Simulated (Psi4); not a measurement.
# BSiH3 (SMILES B[SiH]), step by step

Aim: a structure relaxation (triplet BSiH3, UMP2/def2-SVP), then a single-point energy (doublet [BSiH3]+, UMP2/def2-SVP), then a geometry optimisation (doublet [BSiH3]+, UMP2/def2-SVP) of BH3Si. 

The calculation is run with Psi4 1.11.

### Step 1. Starting point

The species is BSiH3 (5 atoms), meant as a triplet with charge 0. SMILES: `B[SiH]`. The shape is that of a GFN2-xTB optimisation. The run starts from this shape.

Bond lengths: B1–Si2 1.878 Å, B1–H3 1.179 Å, B1–H4 1.176 Å, Si2–H5 1.476 Å. Angles: B1–Si2–H5 134.9°, Si2–B1–H3 120.6°, Si2–B1–H4 121.0°, H3–B1–H4 118.4°.

### Step 2. A structure relaxation at UMP2/def2-SVP (density fitting, density fitting for correlation) (run 1)

Input file bh3si.in:

```
memory 1.6 GB

molecule {
  0 3
  B     -0.206730    -0.708170     0.126670
  Si     0.760780     0.829450    -0.350440
  H     -1.303690    -0.620750     0.549520
  H      0.263590    -1.779740     0.010050
  H      0.486040     2.279200    -0.335800
  symmetry c1
}

set {
  reference uhf
  num_frozen_docc 6
}

result, w = opt("mp2/def2-SVP", return_wfn=True)
print_variables()
```

The run is started by

```sh
psi4 -n 1 bh3si.in bh3si.out
```

bh3si.out:

```text
[...]
  Running in c1 symmetry.
[...]
  Nuclear repulsion =   36.160537721189336
[...]
  Multiplicity = 3
[...]
  Nalpha       = 12
  Nbeta        = 10
[...]
    Number of basis functions: 47
[...]
   @DF-UHF iter   1:  -315.09732986083458   -7.40894e-01   4.15268e-03 ADIIS/DIIS
[...]
	DF-SCS-MP2 Total Energy (a.u.)     :  -315.30913975131239
	DF-SOS-MP2 Total Energy (a.u.)     :  -315.31219243277133
[...]
   @DF-UHF iter  14:  -315.15709488125003    1.13687e-13   7.50325e-11 DIIS
[...]
   @S^2 Observed:                2.007419564E+00
[...]
  @DF-UHF Final Energy:  -315.15709488125003
   => Energetics <=
    Nuclear Repulsion Energy =             35.1893281517030445
    One-Electron Energy =                -504.9703579209767668
    Two-Electron Energy =                 154.6239348880237117
    Total Energy =                       -315.1570948812500319
  UHF NO Occupations:
  HONO-2 :   10  A 1.9966551
  HONO-1 :   11  A 1.0000000
[...]
 Multipole Moments:
 ------------------------------------------------------------------------------------
     Multipole            Electronic (a.u.)      Nuclear  (a.u.)        Total (a.u.)
 ------------------------------------------------------------------------------------
 L = 1.  Multiply by 2.5417464519 to convert [e a0] to [Debye]
 Dipole X            :          1.4784143           -1.3863085            0.0921058
 Dipole Y            :          0.1854034           -0.1052237            0.0801797
 Dipole Z            :         -0.5901140            0.5490142           -0.0410998
 Magnitude           :                                                    0.1288467
[...]
	DF-SCS-MP2 Total Energy (a.u.)     :  -315.31368293998651
	DF-SOS-MP2 Total Energy (a.u.)     :  -315.31692348727313
	DF-SCS(N)-MP2 Total Energy (a.u.)  :  -315.20489979463832
[...]
	DF-MP2 Total Energy (a.u.)         :  -315.30720184541326
[...]
```

The script printed:

```text
Optimizer: Optimization complete!
```

Run time: 20 s. Hardware: 1 thread of Intel Xeon Platinum 8259CL at 2.50GHz (Skylake/Cascade Lake), shared host; peak memory 0.63 GiB.

Steps, from the record of the run:

| step | energy from the first frame kept (eV) | largest force (eV/Å) |
| --- | --- | --- |
| 0 | 0.0000 | 1.5502 |
| 1 | -0.1029 | 0.3089 |
| 2 | -0.1107 | 0.1534 |
| 3 | -0.0881 | 0.5937 |
| 4 | -0.1128 | 0.0626 |
| 5 | -0.1132 | 0.0416 |
| 6 | -0.1134 | 0.0097 |

After the run. Bond lengths: B1–Si2 1.949 Å, B1–H3 1.204 Å, B1–H4 1.201 Å, Si2–H5 1.488 Å. Angles: B1–Si2–H5 123.5°, Si2–B1–H3 118.9°, Si2–B1–H4 120.3°, H3–B1–H4 120.8°.

### Step 3. The doublet cation: a single-point energy at UMP2/def2-SVP (density fitting, density fitting for correlation) (run 2)

Input file job.dat:

```
memory 1.6 GB

molecule mol {
  1 2
  B
  Si 1 1.948609
  H 1 1.204408 2 118.86998
  H 1 1.201203 3 120.78345 2 -179.97768
  H 2 1.488011 1 123.51826 4 179.99343
  symmetry c1
}

set {
  basis def2-SVP
  reference uhf
  num_frozen_docc 6
}

result, w = energy("mp2", return_wfn=True)
```

The run is started by

```sh
psi4 job.dat job.out -n 1
```

job.out:

```text
[...]
  Running in c1 symmetry.
[...]
  Nuclear repulsion =   35.189339090741449
[...]
  Multiplicity = 2
[...]
  Nalpha       = 11
  Nbeta        = 10
[...]
    Number of basis functions: 47
[...]
   @DF-UHF iter   1:  -314.72891488540614   -4.38149e-01   5.41015e-03 ADIIS/DIIS
[...]
   @DF-UHF iter  21:  -314.83066852572074   -4.26326e-12   9.35763e-09 DIIS
[...]
   @S^2 Observed:                8.317361954E-01
[...]
  @DF-UHF Final Energy:  -314.83066852572074
   => Energetics <=
    Nuclear Repulsion Energy =             35.1893390907414485
    One-Electron Energy =                -498.8309356641721024
    Two-Electron Energy =                 148.8109280477098935
    Total Energy =                       -314.8306685257207391
  UHF NO Occupations:
  HONO-2 :    9  A 1.9987485
  HONO-1 :   10  A 1.9599294
[...]
 Multipole Moments:
 ------------------------------------------------------------------------------------
     Multipole            Electronic (a.u.)      Nuclear  (a.u.)        Total (a.u.)
 ------------------------------------------------------------------------------------
 L = 1.  Multiply by 2.5417464519 to convert [e a0] to [Debye]
 Dipole X            :          0.0000288            0.0000564            0.0000852
 Dipole Y            :         -1.3277077            1.1231801           -0.2045276
 Dipole Z            :          1.5692035           -0.9863080            0.5828955
 Magnitude           :                                                    0.6177368
[...]
```

Wall time 2.5 s (1 thread of Intel Xeon Platinum 8259CL at 2.50GHz (Skylake/Cascade Lake), shared host); peak memory 0.19 GiB.

### Step 4. The doublet cation: a structure relaxation at UMP2/def2-SVP (density fitting, density fitting for correlation) (run 3)

Input file calc.py:

```python
import psi4

psi4.set_memory('1600 MB')
psi4.set_num_threads(1)
psi4.core.set_output_file('output.dat', False)

m = psi4.geometry("""
1 2
B     -0.267796    -0.715743     0.150815
Si     0.796866     0.832735    -0.364731
H     -1.381268    -0.540652     0.575224
H      0.182567    -1.824294     0.045092
H      0.309969     2.235189    -0.263580
symmetry c1
""")

psi4.set_options({
    'basis': 'def2-SVP',
    'reference': 'uhf',
    'num_frozen_docc': 6,
})

energy_value = psi4.optimize('mp2', molecule=m)
print('E =', round(energy_value, 9))
m.save_xyz_file('final.xyz', False)
```

The run is started by

```sh
python calc.py
```

output.dat:

```text
gradient() will perform analytic gradient computation.
    For method 'MP2', SCF Algorithm Type (re)set to DISK_DF.

   => Loading Basis Set <=

    Name: DEF2-SVP
    Role: ORBITAL
    Keyword: BASIS

         ---------------------------------------------------------
                                   SCF
                              UHF Reference
                        1 Threads,   1525 MiB Core
         ---------------------------------------------------------

  ==> Geometry <==

[... 628 lines left out ...]
    Final Occupation by Irrep:
[... 1074 lines left out ...]
	DF-SOS-MP2 Total Energy (a.u.)     :  -315.01335610403675
[... 1033 lines left out ...]
   @Spin Contamination Metric:   1.799981327E-02
[... 1243 lines left out ...]
   @DF-UHF iter   6:  -314.86347914771187    5.68434e-14   3.53740e-09 DIIS
[... 1206 lines left out ...]
	  Convergence Criteria     1.00e-06 *    3.00e-04 *             o    1.20e-03 *             o
[... 13 lines left out ...]
    Structure for next step:
    Molecular point group: c1
    Full point group: C1

    Geometry (in Angstrom), charge = 1, multiplicity = 2:

    B           -0.439895732061    -1.215725191799     0.316904712555
    SI           0.189052832573     0.537624438486    -0.148164546800
    H           -1.585402643361    -1.400973408511     0.793230413452
    H            0.299222267434    -2.119672775236     0.143772313414
    H            0.843473801894     1.876720407528    -0.285810437207

PsiException: Could not converge geometry optimization in 50 iterations.

[set-up sections that repeat, and orbital energies of the middle runs, are left out above]
```

It took 2.2 min on 1 thread of Intel Xeon Platinum 8259CL at 2.50GHz (Skylake/Cascade Lake), shared host; peak memory 0.65 GiB.

No converged result was reached.

### Step 5. Summary of results

| quantity | value |
| --- | --- |
| run 1, UMP2/def2-SVP: total energy at the end | -315.30720 Eh |
| run 1, UMP2/def2-SVP: HOMO energy (Hartree–Fock orbitals) (highest over α and β) | -8.63 eV |
| run 1, UMP2/def2-SVP: LUMO energy (Hartree–Fock orbitals) (lowest over α and β) | 0.63 eV |
| run 1, UMP2/def2-SVP: correlation energy (6 core orbitals frozen) | -150.1 mEh |
| run 1, UMP2/def2-SVP: ⟨S²⟩ of the reference determinant | 2.007 |
| doublet cation, run 2: total energy | -314.97134 Eh |
| doublet cation, run 2: HOMO energy (Hartree–Fock orbitals) (highest over α and β) | -15.61 eV |
| doublet cation, run 2: LUMO energy (Hartree–Fock orbitals) (lowest over α and β) | -8.10 eV |
| doublet cation, run 2: correlation energy (6 core orbitals frozen) | -140.7 mEh |
| doublet cation, run 2: ⟨S²⟩ of the reference determinant | 0.832 |
| doublet cation, run 3 | no result (not converged) |

In words: The optimisation (run 1, UMP2/def2-SVP) took 7 steps and changed the energy by -0.113 eV. 1 of the 3 runs did not end normally.
